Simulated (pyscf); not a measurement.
**Addition across a multiple bond or ene-type step: F–W(F)(=S)=S + HCl → F–W(F)(=S)(SH)–Cl**

Gas phase, singlet surface, charge 0. Bonds broken: Cl6–H7. Bonds formed: S1–H7, W2–Cl6. Single points on ωB97X-D3(BJ)/def2-SVP structures (PySCF, gas phase).

Transition state (Å):

```xyz
7

S      0.8500     0.1734     0.9299
W     -1.0939    -0.3119     0.0218
S     -0.9485    -2.1205    -1.0136
F     -2.5226     0.7726    -0.4920
F     -2.0117    -0.7852     1.5492
Cl    -0.0506     1.0839    -1.8761
H      0.7617     0.8200    -0.5986
```

One imaginary mode, 953i cm⁻¹; descent along it reached the two sides named, in the forms told below.

```json
[
 {"bond": "Cl6–H7", "change": "breaks", "reactant side (Å)": "1.285", "saddle": "1.537", "product side": "2.8"},
 {"bond": "S1–H7", "change": "forms", "reactant side (Å)": "3.1", "saddle": "1.662", "product side": "1.346"},
 {"bond": "W2–Cl6", "change": "forms", "reactant side (Å)": "3.5", "saddle": "2.577", "product side": "2.283"}
]
```

Electronic energies relative to the separated reactants (kcal/mol):

```json
[
 {"level": "ωB97X-D3(BJ)/def2-TZVP", "barrier": "8.6", "reaction energy": "-19.3", "reverse barrier": "27.9"},
 {"level": "PBE/def2-TZVP", "barrier": "8.9", "reaction energy": "-12.6", "reverse barrier": "21.4"},
 {"level": "r²SCAN/def2-TZVP", "barrier": "8.3", "reaction energy": "-15.8", "reverse barrier": "24.1"},
 {"level": "B3LYP-D3(BJ)/def2-TZVP", "barrier": "12.1", "reaction energy": "-14.0", "reverse barrier": "26.1"},
 {"level": "PBE0-D3(BJ)/def2-TZVP", "barrier": "9.2", "reaction energy": "-14.9", "reverse barrier": "24.1"},
 {"level": "M06-2X/def2-TZVP", "barrier": "14.3", "reaction energy": "-12.6", "reverse barrier": "26.9"},
 {"level": "ωB97M-D3(BJ)/def2-TZVP", "barrier": "14.4", "reaction energy": "-12.9", "reverse barrier": "27.3"},
 {"level": "HF/def2-TZVP", "barrier": "31.7", "reaction energy": "-8.4", "reverse barrier": "40.1"}
]
```

With ωB97M-D3(BJ)/def2-TZVP energies and thermal terms (ideal gas, 1 atm, RRHO with modes under 100 cm⁻¹ raised to 100, one conformer, R ln 2 for chiral ones without a mode under 150 cm⁻¹), in kcal/mol:

```
T (K)   ΔH‡   ΔG‡     ΔH     ΔG
-----  ----  ----  -----  -----
298    12.4  22.7  -11.7   -1.8
600    12.7  33.0  -11.1   +8.0
900    13.3  43.0  -10.3  +17.4
1200   13.8  52.9   -9.5  +26.6
```

On the product side the descent ends in a point that may be a rotor saddle (no frequency run), 2.0 kcal/mol over the lowest minimum found and 25.9 kcal/mol under the saddle at ωB97X-D3(BJ)/def2-TZVP. This is the saddle that the search found; another between the same sides may lie lower. Elements past Kr carry the def2 core potentials, without spin-orbit coupling.
